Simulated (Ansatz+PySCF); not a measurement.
A calculation with PySCF 2.14.0.

```python
from pyscf import gto, scf, cc

mol = gto.M(atom="""
Mg 0.000000 0.000000 0.000000
O 0.000000 0.000000 1.700000
""", basis='sto-3g', charge=0, spin=0)
mf = scf.RHF(mol)
mf.kernel()
mycc = cc.CCSD(mf, frozen=6).run()
et = mycc.ccsd_t()
print(mf.e_tot, mycc.e_corr, et, mycc.e_tot + et)
```

The script is written out from the run's settings.

Results

```json
{
  "Converged": "yes",
  "Reference energy": "-270.77130 hartree",
  "CCSD correlation energy": "-0.10981 hartree",
  "Triples correction": "-0.00538 hartree",
  "Total energy": "-270.88648 hartree",
  "Spin squared of the determinant": "0.000"
}
```

Caution: large amplitudes, a single reference is doubtful.
